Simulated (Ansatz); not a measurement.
## How methods differ on AlHOF (SMILES [O][AlH][F])

AlHOF: 4 atoms, total charge 0, spin state doublet. SMILES: `[O][AlH][F]`. Geometry: relaxed at PBE0-D4/def2-TZVP.

```jsonl
{"atom": "O", "x (Å)": "-0.1283", "y (Å)": "-1.0616", "z (Å)": "1.2994"}
{"atom": "Al", "x (Å)": "0.0382", "y (Å)": "0.0261", "z (Å)": "-0.0370"}
{"atom": "F", "x (Å)": "-1.1265", "y (Å)": "-0.0103", "z (Å)": "-1.1922"}
{"atom": "H", "x (Å)": "1.2721", "y (Å)": "0.9856", "z (Å)": "-0.0904"}
```

Each level gives the energy change with the Al2–H4 bond stretched from 1.564 to 3.910 Å (eV). The values are calculated.

```
           level                    kind  program  value (eV)  less FCI/STO-3G
     UPBE/STO-3G                     GGA   Ansatz        4.46            +0.20
    UPBE0/STO-3G           global hybrid   Ansatz        4.88            +0.62
  U-wB97X/STO-3G  range-separated hybrid   Ansatz        5.11            +0.85
  RPA@PBE/STO-3G                     RPA   Ansatz        4.37            +0.11
     UMP2/STO-3G     perturbation theory   Ansatz        4.72            +0.46
 UCCSD(T)/STO-3G   coupled cluster or CI   Ansatz        4.34            +0.08
UCCSDT(Q)/STO-3G   coupled cluster or CI   Ansatz        4.21            -0.05
      FCI/STO-3G      exact in the basis   Ansatz        4.26             0.00
```

FCI/STO-3G is exact within its basis and frozen core, so for wave-function methods in that basis the difference is their error; functionals converge differently with the basis, so for them it is only a difference. The first shape isn't each level's own minimum. The values span 4.21 to 5.11 eV. Spin contamination of the reference (⟨S²⟩ at least 0.1 too high) touches UPBE/STO-3G, UPBE0/STO-3G, U-wB97X/STO-3G, RPA@PBE/STO-3G, UMP2/STO-3G, UCCSD(T)/STO-3G, UCCSDT(Q)/STO-3G. All rows use very small basis sets, so none should be taken for the real molecule's value.
